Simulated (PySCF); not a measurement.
Species: isocyanodiacetylene, C₅HN.
InChI=1S/C5HN/c1-3-4-5-6-2/h1H

Computed with TDDFT PBE0/def2-SVPD, vertical, gas phase, core orbitals frozen in the response (PySCF). Geometry: GFN2-xTB; no solvent, vibrations or thermal averaging.

Problem. List the vertical singlet excitations with oscillator strengths and describe the spectrum.

Solution. 

```
state  E (eV)  E (hartree)       f  symmetry             main configurations (H = HOMO, L = LUMO)
   S1    4.05       0.1488  0.0000         –                                   H-1/H→L/L+1 (≥92%)
   S2    4.22       0.1550  0.0000         –                                   H-1/H→L/L+1 (≥92%)
   S3    4.22       0.1550  0.0000         –                                   H-1/H→L/L+1 (≥92%)
   S4    6.35       0.2332   0.026         Π                                      H-2→L/L+1 (99%)
   S5    6.35       0.2332   0.026         Π                                      H-2→L/L+1 (99%)
   S6    6.49       0.2386  0.0000         –  H-4→L/L+1 (≥35%), H-3→L/L+1 (≥35%), H-1/H→L+3 (≥9%)
   S7    6.75       0.2481  0.0000         –                   H-3→L/L+1 (≥41%), H-4→L/L+1 (≥41%)
   S8    6.75       0.2481  0.0000         –                   H-3→L/L+1 (≥41%), H-4→L/L+1 (≥41%)
```

Triplets, Tamm–Dancoff:

| state | E (eV) | λ (nm) | main configurations (H = HOMO, L = LUMO) |
| --- | --- | --- | --- |
| T1 | 3.23 | 383.4 | H-1/H→L/L+1 (≥88%) |
| T2 | 3.58 | 346.0 | H-1/H→L/L+1 (≥94%) |
| T3 | 3.58 | 346.0 | H-1/H→L/L+1 (≥94%) |

The lowest singlet comes at 306 nm (391 kJ/mol) in the ultraviolet; it is dark (f under 0.0005); its leading configuration is HOMO-1/HOMO→LUMO/LUMO+1 (≥92%). The strongest level in the table is S4/S5 at 6.35 eV (195 nm, f = 0.052 summed). S2/S3, S4/S5 and S7/S8 lie within about 0.01 eV of each other in each set; the point group C∞v has degenerate representations, and within a degenerate level the listed configurations can mix freely. Löwdin shares by element: HOMO (one of a set within 0.03 eV) carbon 80% or more (atoms not listed hold the other 20%); LUMO (one of a set within 0.03 eV) carbon 57% or more, nitrogen 15% (atoms not listed hold the other 28%). Of the 8 states listed, 2 reach f = 0.01 and 6 stay under 0.0005. The listed states span 2.70 eV, and the widest gap between neighbours is 2.13 eV (S3 to S4). The oscillator strengths of these states sum to 0.052; summed over the whole spectrum of an exact calculation they would give the number of electrons, 38 (Thomas–Reiche–Kuhn). Symmetry labels in C∞v follow from the direction of the transition dipole and are given only for states with f of 0.002 or more. Orbitals of the list HOMO-3 to LUMO+2 that lie within 0.01 eV of each other are written together with a slash and their weights summed (≥ marks a lower bound); for degenerate orbitals outside that list single weights are arbitrary. The window holds the lowest 8 singlets.
